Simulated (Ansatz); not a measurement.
Relaxation of BH$_{4}$N (6 atoms, charge 0, multiplicity 1), to a largest force component of 0.02 eV/Å in at most 40 steps.

All numbers below come from RKS PBE/def2-SVPD in Ansatz 0.2.0.

```xyz
6
Properties=species:S:1:pos:R:3:forces:R:3
B 0.000 0.000 0.000 -2.87 0.00 -1.66
H 0.000 0.000 1.190 -0.09 -0.65 0.65
H 1.030 0.000 -0.595 0.52 0.65 -0.40
N -1.342 0.000 -0.775 1.53 0.00 0.88
H -2.011 -0.816 -0.676 0.52 1.83 0.16
H -1.591 0.816 -1.404 0.39 -1.83 0.37
```

Task: Where does it end, and by what steps?

Result: It converged. After 6 steps the energy has fallen by 1.432 eV; H6 moved furthest, 0.57 Å.

```json
{"step": "0", "energy less start (eV)": "0.0000", "largest force component (eV/Å)": "2.870", "accepted": "yes"}
{"step": "1", "energy less start (eV)": "-0.7459", "largest force component (eV/Å)": "1.733", "accepted": "yes"}
{"step": "2", "energy less start (eV)": "-1.2116", "largest force component (eV/Å)": "2.387", "accepted": "yes"}
{"step": "3", "energy less start (eV)": "-1.4277", "largest force component (eV/Å)": "0.344", "accepted": "yes"}
{"step": "4", "energy less start (eV)": "-1.4313", "largest force component (eV/Å)": "0.088", "accepted": "yes"}
{"step": "5", "energy less start (eV)": "-1.4308", "largest force component (eV/Å)": "0.168", "accepted": "no"}
{"step": "6", "energy less start (eV)": "-1.4323", "largest force component (eV/Å)": "0.003", "accepted": "yes"}
```

```xyz
6
Properties=species:S:1:pos:R:3
B -0.055 0.000 -0.032
H -0.027 -0.461 1.090
H 0.930 0.462 -0.568
N -1.265 0.000 -0.730
H -2.133 -0.368 -0.345
H -1.365 0.368 -1.675
```

Time of the run: 8.2 s on 1 thread of Arm Neoverse V2, with other jobs on the host, peak memory 0.11 GiB.
